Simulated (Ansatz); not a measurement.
**BSiH4 (doublet): wave-function methods side by side, cc-pVDZ**

How much of the correlation energy of BSiH4 (doublet) does each wave-function method recover here?

Computed with Ansatz 0.2.0, Gaussian basis. Level: cc-pVDZ, core rule «outside noble gas», up to 6 orbitals frozen.

To be run: UHF; CCSD(T) on ROHF; CCSD(T) on UHF; BCCD(T) on ROHF; CISD; CCSDT(Q) on ROHF; CCSDT(Q) on UHF; CASSCF and MRCISD+Q, 9 electrons in 9 orbitals; CASSCF and MRCISD+Q(relaxed), 9 electrons in 9 orbitals; CASSCF and NEVPT2, 9 electrons in 9 orbitals.

16 further runs of the same task are left out: 4 that didn't finish, 12 set aside as unsound or not needed.

### 1 The system

The geometry is a PBE0/def2-TZVP stationary point (not a proven minimum).

6 atoms, charge 0, spin multiplicity 2.

Atoms are counted from 1 here; the program's logs count them from 0.

Bond lengths: Si1–B2 1.922 Å, Si1–H3 1.484 Å, Si1–H4 1.484 Å, B2–H5 1.194 Å, B2–H6 1.194 Å. Angles: B2–Si1–H3 124.8°, B2–Si1–H4 124.8°, H3–Si1–H4 110.4°, Si1–B2–H5 119.7°, Si1–B2–H6 119.7°, H5–B2–H6 120.6°.

Coordinates:

```xyz
6

Si    0.00000    0.00000    0.56244
B     0.00000    0.00000   -1.35995
H     0.00000    1.21872    1.40935
H     0.00000   -1.21872    1.40935
H     0.00000    1.03704   -1.95206
H     0.00000   -1.03704   -1.95206
```

### 2 UHF

in.yaml

```yaml
crystal:
  periodic: [false, false, false]
  atoms:
    - {symbol: Si, position_ang: [0.000000, 0.000000, 0.562441]}
    - {symbol: B, position_ang: [0.000000, 0.000000, -1.359948]}
    - {symbol: H, position_ang: [0.000000, 1.218724, 1.409347]}
    - {symbol: H, position_ang: [0.000000, -1.218724, 1.409347]}
    - {symbol: H, position_ang: [0.000000, 1.037036, -1.952056]}
    - {symbol: H, position_ang: [0.000000, -1.037036, -1.952056]}
basis:
  gaussian: {orbitals: cc-pVDZ}
magnetization: {spin_polarized: true, initial_magnetization: 1}
hamiltonian: {xc: hf}
output: {orbitals: {seedname: orbitals}}
```

Run with:

```
ansatz run in.yaml --threads 1 --pin off --events-out ev --progress --plain --max-ram 2393MiB
```

The runs that follow: CCSD(T) on ROHF; CCSD(T) on UHF; BCCD(T) on ROHF; CISD; CCSDT(Q) on ROHF; CCSDT(Q) on UHF; CASSCF and MRCISD+Q, 9 electrons in 9 orbitals; CASSCF and MRCISD+Q(relaxed), 9 electrons in 9 orbitals; CASSCF and NEVPT2, 9 electrons in 9 orbitals.

Q: Predict the results of all the runs planned. Wanted: UCCSDT(Q) below the RHF energy; RMP2 from UCCSDT(Q); UMP2 from UCCSDT(Q); RCCSD from UCCSDT(Q); RCCSD(T) from UCCSDT(Q); UCCSD(T) from UCCSDT(Q); RCCSDT(Q) from UCCSDT(Q); T1 diagnostic.

**Answer**, as computed:

```
                         quantity                                                   value
   UCCSDT(Q) below the RHF energy                                              -6.1014 eV
              RMP2 from UCCSDT(Q)                                         +29.45 kcal/mol
              UMP2 from UCCSDT(Q)                                         +29.78 kcal/mol
             RCCSD from UCCSDT(Q)                                          +4.27 kcal/mol
          RCCSD(T) from UCCSDT(Q)                                          +0.85 kcal/mol
          UCCSD(T) from UCCSDT(Q)                                          +0.85 kcal/mol
         RCCSDT(Q) from UCCSDT(Q)                                          +0.01 kcal/mol
levels within 1 kcal/mol (43 meV)  RCCSD(T), UCCSD(T), BCCD(T), RCCSDT, UCCSDT, RCCSDT(Q)
                    T1 diagnostic                                                   0.016
```

**Reading.** RCCSD(T) lands +0.85 kcal/mol from the yardstick (0.6 % of the correlation energy). These misses are within one basis, not against nature; the frozen cores of restricted and unrestricted runs differ, which can shift their rows.
